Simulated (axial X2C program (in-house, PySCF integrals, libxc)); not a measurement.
**Worked dissociation energy of MgC⁺: CCSD, two-component**

Calculated with an in-house all-electron X2C program for linear molecules (integrals from PySCF). Two-component (2c) means X2C with spin–orbit coupling and atomic mean-field two-electron Coulomb and Gaunt terms. Basis: Mg dyall-cv3z [9s8p6d3f], C dyall-v3z [7s6p2d1f] (cores contracted in-house); Gaussian nuclei, density fitting, unrestricted open shells. Masses: Mg 23.985 u, C 12.000 u.

Molecular state: Ω = 3/2 (⟨Sz⟩ = 1.50, ⟨Lz⟩ = 0.00 at HF).

Correlated methods: 5 electrons correlated (number of frozen shells: Mg 2 s, 1 p; C 1 s), 220 virtual spin orbitals or spinors in MP2, 61 natural virtuals in coupled cluster.

| Quantity | Value |
| --- | --- |
| E(Mg+) (2M_J = 1) | -199.657849 hartree |
| E(C) (2M_J = 2) | -37.795820 hartree |
| E(MgC⁺) at Re | -237.500246 hartree |
| ωe | 667.8 cm⁻¹ |
| ωexe | 6.04 cm⁻¹ |

Question: Work out De and D0.

Answer: De = -199.657849 + (-37.795820) − (-237.500246) = 0.04658 hartree = 1.267 eV. The zero-point energy is ωe/2 − ωexe/4 = 332 cm⁻¹ = 0.041 eV, so D0 = 1.226 eV.

One determinant describes the state; a PBE0 search over occupations chose it and may have missed a lower one. De is counted from the lowest determinant-based energies of the atoms at the same level, without counterpoise correction. CCSD ran in a truncated set of natural virtual spinors with an MP2 remainder; without triples it tends to underbind. In 2c an atomic determinant is not the ground J level, so De misses part of the atomic spin–orbit lowering. This holds for CCSD. PBE0 can misorder states that lie within some tenths of an eV, so this need not be the ground state of the molecule. The nearest other 2c determinant of the search, Ω = 1/2, lies 0.75 eV up at the distance of the search. With several unpaired electrons one determinant need not be a pure state. This is the top spin component of a Σ state; components of lower Ω are not single determinants and can lie lower.

Each atomic determinant is the lowest at this level and need not be a pure J level. Totals compare only within one Hamiltonian and basis.
